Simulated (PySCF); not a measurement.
Molecule: `InChI=1S/C4H12P/c1-5(2,3)4/h1-4H3/q+1`.

Structure with atom numbers: `[CH3:1][P+:2]([CH3:3])([CH3:4])[CH3:5]`. Hydrogens are named by the atom that carries them.

Geometry PBE0-D3(BJ)/def2-SVP throughout; GIAO in PySCF 2.14.0 with density-fitted response routines, gas phase, one conformer, non-relativistic; equivalent atoms averaged; functional PBE0.

Problem. How do the absolute shieldings σ depend on the basis set? (ppm; last column core-seconds on 1 thread of an Intel Xeon Platinum 8375C, shared host)

Solution. 
```csv
basis set,functions,C1/C3/C4/C5,P2,H(C1)/H(C3)/H(C4)/H(C5),core-s
STO-3G,41,224.6,616.7,30.73,3.4
6-31G,73,191.9,441.6,30.88,6.7
6-31G*,98,186.2,367.1,30.28,8.3
def2-SVP,134,184.1,381.3,29.64,11
"6-311+G(2d,p)",215,175.0,294.2,29.75,25
def2-TZVP,233,174.8,272.2,29.73,29
```

Problem. Which nucleus moves most, in ppm?

Solution. P2 (phosphorus bonded to 4 C): from 272.2 ppm with def2-TZVP to 616.7 ppm with STO-3G. The smallest spread is 1.24 ppm, at H(C1)/H(C3)/H(C4)/H(C5). Proton shifts span only some 12 ppm, so a few tenths of a ppm matter as much there as several ppm in carbon.

Problem. Taking the largest basis, def2-TZVP (233 functions), as the yardstick, rank the others by their worst heavy-atom deviation.

Solution. 6-311+G(2d,p) 22.0 ppm (215 functions), 6-31G* 94.9 ppm (98 functions), def2-SVP 109.1 ppm (134 functions), 6-31G 169.4 ppm (73 functions), STO-3G 344.5 ppm (41 functions).

A small basis that lands close on one nucleus may do so by chance; judge by the trend and by all nuclei.
